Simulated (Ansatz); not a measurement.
**AlBSiH (doublet): from Hartree-Fock to the top rungs at a displaced geometry (v2), cc-pVDZ**

One table from this session's results is given with a row withheld; the runs are named, their logs left out.

Program: Ansatz 0.2.0, Gaussian basis. Level of theory: cc-pVDZ, core rule «outside noble gas», up to 11 orbitals frozen. These are calculated values, not measurements.

The runs, in order: UHF; CCSD(T) on ROHF; CCSD(T) on UHF; BCCD(T) on ROHF; CISD as a restricted active space (open shells left free, so some higher excitations enter); CCSDT(Q) on ROHF; CCSDT(Q) on UHF; CASSCF and MRCISD+Q, 9 electrons in 9 orbitals; CASSCF and NEVPT2, 9 electrons in 9 orbitals.

21 further runs of the same task are left out: 12 that didn't finish, 9 set aside as unsound or not needed. Runs told in other sessions of the task aren't counted.

## What is computed

The geometry is a PBE0/def2-TZVP stationary point (not a proven minimum) with its atoms shifted at random (size 0.100 Å).

4 atoms, charge 0, spin multiplicity 2.

Atoms are counted from 1 here; the program's logs count them from 0.

Bond lengths: B1–Al2 2.101 Å, Al2–Si3 2.310 Å, Al2–H4 1.833 Å, Si3–H4 1.614 Å. Angles: B1–Al2–Si3 151.5°, B1–Al2–H4 107.7°, Si3–Al2–H4 44.0°, Al2–Si3–H4 52.1°, Al2–H4–Si3 83.9°.

The first run:

File in.yaml:

```yaml
crystal:
  periodic: [false, false, false]
  atoms:
    - {symbol: B, position_ang: [0.103645, 0.397586, 2.635804]}
    - {symbol: Al, position_ang: [-0.061229, -0.281791, 0.654249]}
    - {symbol: Si, position_ang: [0.015391, 0.075551, -1.627067]}
    - {symbol: H, position_ang: [0.098500, 1.173646, -0.447771]}
basis:
  gaussian: {orbitals: cc-pVDZ}
magnetization: {spin_polarized: true, initial_magnetization: 1}
hamiltonian: {xc: hf}
output: {orbitals: {seedname: orbitals}}
```

On the command line:

```bash
$ ansatz run in.yaml --threads 1 --pin off --events-out ev --progress --plain --max-ram 2393MiB
```

Steps of the session up to this table: UHF; CCSD(T) on ROHF; CCSD(T) on UHF; BCCD(T) on ROHF; CISD as a restricted active space (open shells left free, so some higher excitations enter); CCSDT(Q) on ROHF; CCSDT(Q) on UHF; CASSCF and MRCISD+Q, 9 electrons in 9 orbitals; CASSCF and NEVPT2, 9 electrons in 9 orbitals.

One table of the session follows, with a row left open; its other results are not shown here.

```
           method  from RCCSDT(Q) (kJ/mol)
              UHF                   +619.0
             RMP2                   +214.8
             UMP2                   +180.1
             CISD                   +158.9
            RCCSD                    +70.6
            UCCSD                    +53.7
         RCCSD(T)                    +16.2
         UCCSD(T)                    +23.6
          BCCD(T)                    +22.5
           RCCSDT                    +11.8
           UCCSDT                     +9.7
        RCCSDT(Q)                        0
        UCCSDT(Q)                     +3.2
  CASSCF frontier                   +491.4
  NEVPT2 frontier                   +144.6
  MRCISD frontier                    +65.8
MRCISD+Q frontier                        ?
```

Estimate the missing values for MRCISD+Q frontier.

The run gave: from RCCSDT(Q) (kJ/mol): +13.0. In the column «from RCCSDT(Q) (kJ/mol)» it lies between RCCSDT (+11.8) and RCCSD(T) (+16.2).

Left out of the table: ROHF (another determinant or state than the rows shown).

To keep in mind: The determinant of HF (⟨S²⟩ 1.76) is far from a pure spin state, so its energy mixes those of several spin states; that is harmless only where they are near-degenerate. The determinant of CCSD(T) (⟨S²⟩ 1.76) is far from a pure spin state, so its energy mixes those of several spin states; high orders of coupled cluster remove much of that, low ones don't. The determinant of CCSDT(Q) (⟨S²⟩ 1.76) is far from a pure spin state, so its energy mixes those of several spin states; high orders of coupled cluster remove much of that, low ones don't. Warnings: spin contamination; coupled cluster took another determinant than the lowest; large T1 diagnostic. Restricted and unrestricted rows rest on different reference determinants; a gap between their highest levels can come from leftover correlation error, from unlike frozen cores or from another state.
